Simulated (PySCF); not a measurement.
## Gas-phase thermal properties of SN

Method: PySCF energies (xtb for GFN2) plus ideal-gas RRHO corrections (1 bar). The comparison is the NASA 1993 polynomial table, which mixes measured and estimated data. 6-31G* has spherical d functions here. Open shells (unrestricted): SN (multiplicity 2, electronic degeneracy 4). GFN2 has no spin-polarisation term. Spin-orbit splitting is ignored; it lowers the true energy and changes the entropy of SN. B3LYP is the form with VWN-RPA correlation. The harmonic model lacks anharmonicity and excited electronic states, which grow with temperature; levels with a mode under 35 cm⁻¹ are left out. The table's entry may be an old estimate for SN (not checked at source).

| level | point group | σ | ZPE (kJ/mol) | S°298 (J/mol/K) | Cp298 (J/mol/K) | S°1000 (J/mol/K) | H1000 − H298 (kJ/mol) |
|---|---|---|---|---|---|---|---|
| table | - | - | - | 222.1 | 31.8 | 262.9 | 24.0 |
| B3LYP/6-31G* | C∞v | 1 | 7.3 | 223.3 | 29.9 | 263.0 | 23.4 |
| GFN2-xTB | C∞v | 1 | 8.1 | 222.7 | 29.6 | 261.8 | 23.1 |
| PBE/def2-SVP | C∞v | 1 | 7.2 | 223.4 | 29.9 | 263.2 | 23.5 |
| PBE0/def2-TZVP | C∞v | 1 | 7.7 | 223.0 | 29.7 | 262.3 | 23.3 |
σ: rotational symmetry number. Electronic degeneracy used: 4. Frequencies are unscaled.
